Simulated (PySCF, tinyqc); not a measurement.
A ladder of methods, and size consistency: correlation methods against full CI in the sto-6g basis, for CH2, spin multiplicity 1. Computed by the program tinyqc with PySCF. All electrons correlated; +Q is the Davidson correction (1 - c0^2) E_corr. The last columns treat two copies 100 angstrom apart as one system. FCI is the lowest singlet.

Geometry (angstrom):
```
atom       x        y       z
C     0.0000   0.0000  0.0000
H     0.0000   0.8900  0.5640
H     0.0000  -0.8900  0.5640
```

RHF energy of one = -38.738173 hartree

Correlation energies (hartree):
```
method   E_corr of one  share of FCI (%)  E_corr of two at 100 angstrom  two minus twice one (mhartree)
MP2          -0.032211           57.4042                      -0.064422                          0.0000
CISD         -0.053247           94.8931                      -0.100581                          5.9140
CISD+Q       -0.056811          101.2448                      -0.110527                          3.0957
CCSD         -0.055529           98.9589                      -0.111058                          0.0000
CCSD(T)      -0.055814           99.4668                      -0.111628                          0.0000
FCI          -0.056113          100.0000                              -                               -
```

What does the comparison show, and why?

MP2 recovers 57 %, CISD 94.9 % and CCSD 99.0 % of the FCI value (c0^2 = 0.933 in CISD). MP2 and coupled cluster are size consistent, so their last column vanishes; CISD loses 5.91 mhartree, since a double excitation on each copy is a quadruple of the pair, and the Davidson correction leaves +3.10. The restricted reference is unstable here: a spin-polarised solution lies 0.0390 hartree lower (PySCF), so results built on it describe a poor reference.
